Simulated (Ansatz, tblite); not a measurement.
Forces on BN₂⁻ at its PBE0-D4/def2-TZVPD geometry. Total charge -1; singlet.

The xTB rows come from tblite. The restricted singlet is unstable towards broken spin symmetry at other levels; at PBE-D4/def2-TZVPD this wasn't settled. At PBE-D4/def2-TZVPD the highest occupied level of the charge -1 singlet lies above zero (up to 0.82 eV). The electron is either unbound and held by the finite basis, or the level is raised by self-interaction error. At PBE-D4/def2-TZVPD an occupied level lies above an empty one. Another isomer (singlet) lies 0.46 eV lower at PBE0-D4/def2-TZVPD; other spin states weren't run for this one.

GFN1-xTB (tblite), largest force 0.27 eV/Å:

```xyz
3
positions Å, forces eV/Å
B    -0.001    0.000    0.000    0.003    0.003    0.001
N    -0.743    0.834    0.721    0.150   -0.171   -0.147
N     0.744   -0.834   -0.721   -0.153    0.168    0.146
```

GFN2-xTB (tblite), largest force 0.32 eV/Å:

```
B 0.002 0.003 0.001
N 0.179 -0.203 -0.175
N -0.181 0.200 0.174
```

PBE-D4/def2-TZVPD (Ansatz), largest force 0.80 eV/Å:

```
B 0.005 0.005 0.002
N -0.446 0.496 0.430
N 0.442 -0.501 -0.432
```
